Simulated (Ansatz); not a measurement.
**CH4, singlet: reading a ladder of total energies**

Geometry: MP2(full)/6-31G*, from the G2/97 set.

```yaml
atoms:
  - { symbol: C, position_ang: [0.0000, 0.0000, 0.0000] }
  - { symbol: H, position_ang: [0.6291, 0.6291, 0.6291] }
  - { symbol: H, position_ang: [-0.6291, -0.6291, 0.6291] }
  - { symbol: H, position_ang: [0.6291, -0.6291, -0.6291] }
  - { symbol: H, position_ang: [-0.6291, 0.6291, -0.6291] }
```

Basis 6-31G; Ansatz 0.2.0. Only valence electrons are correlated (noble-gas cores frozen), which leaves 8 electrons in 16 orbitals. Prefix R: restricted or restricted open-shell reference.

Full CI is exact within this basis and frozen core; it isn't the basis-set limit.

Runs differ by some tens of microhartree through their thresholds, so steps under 0.03 kcal/mol mean nothing.

```
    level  total energy (hartree)
      RHF              -40.180397
     RMP2              -40.279040
    RCCSD              -40.298162
 RCCSD(T)              -40.299762
   RCCSDT              -40.299975
RCCSDT(Q)              -40.300060
  RCCSDTQ              -40.300055
  full CI              -40.300064
```

**Question.** What is the correlation energy at full CI, and what share of it do RMP2 and RCCSD(T) recover?

**Answer.** E(corr) = -40.300064 − (-40.180397) = -0.119667 hartree = -3.256 eV. RMP2: -0.098643 / -0.119667 = 82.43 %. RCCSD(T): -0.119365 / -0.119667 = 99.75 %.

**Question.** By how many kcal/mol does RCCSD(T) miss full CI (1 hartree = 627.509 kcal/mol), and which steps make up the rest?

**Answer.** -40.299762 − (-40.300064) = 0.000302 hartree = 0.19 kcal/mol. Steps: RCCSDT − RCCSD(T) = -0.13, RCCSDT(Q) − RCCSDT = -0.05, RCCSDTQ − RCCSDT(Q) = 0.00, full CI − RCCSDTQ = -0.01 kcal/mol. That is within 1 kcal/mol of the reference in this basis, which itself misses far more of the correlation at the basis-set limit.
